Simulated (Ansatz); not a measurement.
Geometry optimisation, RKS B3LYP-D4/def2-SVP (Ansatz).

Input:

```yaml
crystal:
  periodic: [false, false, false]
  atoms:
    - { symbol: "N", position_ang: [-0.6165, -0.0981, 1.2317] }
    - { symbol: C, position_ang: [0.1963, 0.0882, 0.0664] }
    - { symbol: S, position_ang: [1.8162, -0.2799, 0.3792] }
    - { symbol: C, position_ang: [-0.2769, 0.0512, -1.3316] }
    - { symbol: O, position_ang: [-0.0338, 1.2748, -0.6978] }
    - { symbol: H, position_ang: [-0.1676, 0.3355, 2.0263] }
    - { symbol: H, position_ang: [-1.4325, 0.5763, 1.1029] }
    - { symbol: H, position_ang: [2.07653, 0.61105, 1.31605] }
    - { symbol: H, position_ang: [-1.3919, -0.1897, -1.4209] }
    - { symbol: H, position_ang: [0.2944, -0.2736, -2.1162] }
basis:
  gaussian: { orbitals: def2-SVP }
hamiltonian:
  xc: b3lyp
  dispersion: d4
relax:
  f_tol: 0.015
  max_steps: 40
```

Launched with:

```bash
$ ansatz run input.yaml --threads 2 --pin off --max-ram 3072MiB --backend cpu --events-out ev --progress --plain --runs-dir out
```

Question: Where does it end, and by what steps?

Answer: The forces met the threshold. After 22 steps the energy has fallen by 0.631 eV; H8 moved furthest, 1.29 Å.

| step | energy less start (eV) | largest force component (eV/Å) | accepted |
| --- | --- | --- | --- |
| 0 | 0.0000 | 4.115 | yes |
| 1 | -0.4605 | 1.390 | yes |
| 2 | -0.5521 | 0.638 | yes |
| 3 | -0.4848 | 1.536 | no |
| 4 | -0.5695 | 0.215 | yes |
| 5 | -0.5722 | 0.155 | yes |
| 6 | -0.5723 | 0.121 | yes |
| 7 | -0.5749 | 0.098 | yes |
| 8 | -0.5764 | 0.106 | yes |
| 9 | -0.5751 | 0.508 | no |
| 10 | -0.5791 | 0.049 | yes |
| 11 | -0.5821 | 0.200 | yes |
| 12 | -0.5807 | 0.621 | no |
| 13 | -0.5860 | 0.139 | yes |
| 14 | -0.5903 | 0.132 | yes |
| 15 | -0.5966 | 0.293 | yes |
| 16 | -0.6108 | 0.180 | yes |
| 17 | -0.6215 | 0.281 | yes |
| 18 | -0.6303 | 0.084 | yes |
| 19 | -0.6153 | 0.356 | no |
| 20 | -0.6297 | 0.108 | no |
| 21 | -0.6311 | 0.051 | yes |
| 22 | -0.6313 | 0.010 | yes |

```xyz
10
Properties=species:S:1:pos:R:3
N -0.786 -0.112 1.274
C 0.155 0.153 0.259
S 1.814 -0.364 0.819
C -0.219 0.144 -1.157
O 0.116 1.369 -0.482
H -0.569 0.405 2.126
H -1.738 0.097 0.982
H 2.461 0.570 0.087
H -1.275 0.038 -1.446
H 0.504 -0.205 -1.906
```

Whether the end is a true minimum wasn't checked by a vibrational analysis.

Time of the run: 61 s on 2 threads of Arm Neoverse V1 (shared host), peak memory 0.21 GiB.
